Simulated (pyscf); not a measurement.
Substitution at Si: H₃Si–O–PH₂ + H• -> H₃Si–O–PH₂ + H•

Gas phase, doublet surface, charge 0. Bonds broken: Si3–H9. Bonds formed: Si3–H6. Optimised with ωB97X-D3(BJ)/def2-SVP in PySCF. Correlated levels are frozen-core, on RHF or UHF. ΔMP2 is the change of the MP2 total energy from the triple- to the quadruple-zeta basis.

Transition state (Å):

```xyz
9

P     -1.6767    -0.3548     0.8739
O     -0.1197     0.1311     0.5521
Si     0.5353     0.7312    -0.8768
H     -2.4007     0.7947     0.4098
H     -1.9712    -1.0712    -0.3347
H     -0.7798     1.6697    -1.1537
H      1.9744     0.8486    -0.4876
H      0.3780    -0.2097    -2.0202
H      0.6269     2.2166    -1.5462
```

One imaginary mode, 475i cm⁻¹; descent along it reached the two sides named.

| bond | change | reactant side (Å) | saddle | product side |
|---|---|---|---|---|
| Si3–H9 | breaks | 1.493 | 1.632 | 3.4 |
| Si3–H6 | forms | 4.9 | 1.639 | 1.493 |

Electronic energies relative to the separated reactants (kcal/mol):

```csv
level,barrier,reaction energy,reverse barrier
ωB97X-D3(BJ)/def2-TZVP,11.0,0.0,11.0
PBE/def2-TZVP,4.8,0.0,4.8
r²SCAN/def2-TZVP,4.4,0.0,4.4
B3LYP-D3(BJ)/def2-TZVP,7.4,0.0,7.4
PBE0-D3(BJ)/def2-TZVP,7.4,0.0,7.4
M06-2X/def2-TZVP,11.8,0.0,11.8
ωB97M-D3(BJ)/def2-TZVP,10.6,0.0,10.6
HF/def2-TZVP,27.1,0.0,27.1
MP2/def2-QZVPP,15.4,0.0,15.4
CCSD/def2-TZVPP,13.6,0.0,13.6
CCSD(T)/def2-TZVPP,12.5,0.0,12.5
CCSD(T)/def2-TZVPP + ΔMP2(QZVPP),11.8,0.0,11.8
```

With CCSD(T)/def2-TZVPP + ΔMP2(QZVPP) energies and thermal terms (ideal gas, 1 atm, RRHO with modes under 100 cm⁻¹ raised to 100, one conformer, R ln 2 for rigid chiral ones), in kcal/mol:

| T (K) | ΔH‡ | ΔG‡ | ΔH | ΔG |
|---|---|---|---|---|
| 298 | 11.9 | 19.3 | 0.0 | 0.0 |
| 600 | 11.1 | 27.2 | 0.0 | 0.0 |
| 900 | 10.7 | 35.4 | 0.0 | 0.0 |
| 1200 | 10.4 | 43.7 | 0.0 | 0.0 |

The same reactants have a lower exit, to •H₂Si–O–PH₂ + H₂ (barrier +5.1 kcal/mol at ωB97M-D3(BJ), against +10.6 kcal/mol here). H₃Si–O–PH₂ lies 5.7 kcal/mol over its isomer HO–SiH₂–PH₂, and others may lie lower still (electronic energy, ωB97M-D3(BJ)). This is the saddle that the search found; another between the same sides may lie lower. The angle at the attacked Si is 57° (front-side attack). The CCSD(T) − MP2 part came from Ansatz, without density fitting, on the same reference.
